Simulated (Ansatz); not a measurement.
System: ClF, charge 1, doublet. ClF+ (parent SMILES ClF, doublet).
B3LYP-D3(BJ)/def2-TZVP minimum from Ansatz (an electronic-structure program):
```xyz
2

F      0.0000     0.0000    -1.0077
Cl     0.0000     0.0000     0.5335
```
Charge +1, spin multiplicity 2.

Hartree-Fock and MP2 correlation energies in hartree (Ansatz). Open shells are spin-unrestricted; no spin-orbit coupling. Correlated methods leave the cores frozen. No relativity.

```tsv
basis	X	E(HF)	E(corr, MP2)
cc-pV(T+d)Z	3	-558.47162	-0.41572
cc-pV(Q+d)Z	4	-558.48573	-0.45365
cc-pV(5+d)Z	5	-558.48899	withheld
```

Task: Fit E(corr) = E∞ + A/X³ to X = 3 and 4, predict X = 5, and compare with the run.

Result: A = (-0.41572 - (-0.45365))/(1/27 - 1/64) = 1.7714; E∞ = -0.45365 - A/64 = -0.48133; at X = 5, E∞ + A/125 = -0.46716. The run gave -0.46986, 2.70 mEh below the prediction. The same form on X = 4 and 5 gives E∞ = -0.48687, 5.54 mEh below the first estimate.
